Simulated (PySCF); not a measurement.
Species: C4H4N2.
SMILES: `N#CC[C@H]1C=N1`

A PySCF run (density fitting, gas phase, GFN2-xTB geometry) gave HOMO -6.36 eV, LUMO -1.91 eV, dipole 1.88 D and E = -264.045 Eh.

**Question.** Which of these levels was it?
A. PBE0/pcSseg-1
B. BLYP/pcSseg-1
C. BLYP/6-31G
D. PBE0/STO-3G
E. PBE0/def2-SVPD

**Answer.** C. It is BLYP/6-31G. All candidates on this geometry:

| level and settings | kind | basis functions | SCF cycles | E (Eh) | HOMO (eV) | LUMO (eV) | dipole (D) |
| --- | --- | --- | --- | --- | --- | --- | --- |
| BLYP/6-31G, grid level 4, fitting basis def2-qzvpp-jkfit | GGA | 62 | 11 | -264.0450 | -6.36 | -1.91 | 1.88 |
| BLYP/pcSseg-1, energy threshold 1e-06 Eh, level shift 0.3 Eh | GGA | 122 | 10 | -264.1269 | -6.75 | -2.18 | 2.05 |
| PBE0/def2-SVPD | global hybrid | 152 | 14 | -263.7402 | -8.37 | -1.30 | 2.12 |
| PBE0/pcSseg-1 | global hybrid | 122 | 14 | -263.8929 | -8.30 | -1.16 | 2.07 |
| PBE0/STO-3G, grid level 1, damping 0.2 at the start, DIIS from the seventh cycle | global hybrid | 34 | 18 | -260.5985 | -6.40 | 1.72 | 1.54 |

The nearest other candidate, by the summed differences of HOMO and LUMO, is BLYP/pcSseg-1: its HOMO differs by -0.39 eV and its LUMO by -0.27 eV. Cycle counts include a coarse-grid stage where the run had one.

Shape of the structure used: `[N:1]#[C:2][CH2:3][C@H:4]1[CH:5]=[N:6]1`: C2–C3–C4–C5 86°.
